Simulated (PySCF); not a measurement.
Geometry:
| atom | x (Å) | y (Å) | z (Å) |
| --- | --- | --- | --- |
| Cl1 | 2.600 | -0.395 | 0.035 |
| C2 | 0.956 | -0.102 | 0.014 |
| N3 | -0.002 | -0.973 | -0.077 |
| C4 | -1.110 | -0.186 | -0.047 |
| N5 | -0.846 | 1.080 | 0.055 |
| O6 | 0.509 | 1.158 | 0.097 |
| H7 | -2.104 | -0.577 | -0.103 |

Geometry: GFN2-xTB; GIAO absolute shieldings from PySCF, gas phase, non-relativistic, averaged over equivalent atoms.

At PBE0/pcSseg-1 (114 basis functions, 8 s wall time on 1 thread of an Arm Neoverse V1, shared host):
```tsv
atoms	σ (ppm)
Cl1	728.7
C2	9.1
C4	22.9
N5	-145.1
N3	-14.3
O6	-85.4
H7	23.23
```

Predict the values at PBE0/IGLO-III on the same geometry.

Answers


```
atoms  σ at PBE0/IGLO-III  change
  Cl1               712.4   -16.3
   C2                 4.9    -4.2
   C4                19.3    -3.6
   N5              -144.8    +0.3
   N3               -16.4    -2.1
   O6               -88.5    -3.1
   H7               23.34   +0.11
```

The largest change is at Cl1 (chlorine bonded to C). Cost: 229 basis functions, 20 s wall time on 1 thread of an Arm Neoverse V1, shared host.

Carbons that carry Cl, above all several Cl atoms, come out too deshielded, partly because spin–orbit coupling is missing.
